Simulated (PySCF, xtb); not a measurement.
BCl3. Atoms are numbered in the order given.

```xyz
4

B      0.0000     0.0000     0.0000
Cl     1.7490     0.0000     0.0000
Cl    -0.8745    -1.5147     0.0000
Cl    -0.8745     1.5147     0.0000
```

Geometry: TPSSh-D3(BJ)/def2-SVP. The isomer is the one that the SMILES or the coordinates give; other isomers of the formula were not compared.

Computed with IEF-PCM-ωB97X/def2-SVP run with PySCF.

The values are the electrostatic part of the solvation free energy, E(continuum) − E(gas) at the gas-phase geometry, in a cavity of scaled van der Waals radii (PySCF's table); cavitation and dispersion terms are not included. In vacuum the orbital gap is 12.27 eV. The dipole moment in vacuum is 0.00 D.

Question: Estimate the values in water (ε = 78.36), methanol (ε = 32.61), ethanol (ε = 24.85). (The exact figures need the calculation; the answer reports its results.)

Answer: 
```tsv
solvent	ε	ΔG(elec) (kcal/mol)	dipole (D)	gap (eV)
water	78.36	-0.7	0.00	12.36
methanol	32.61	-0.6	0.00	12.35
ethanol	24.85	-0.6	0.00	12.35
```

For comparison, GFN2-xTB/ALPB(water) (xtb, at the GFN2-xTB geometry, all terms of that model) gives -0.8 kcal/mol.
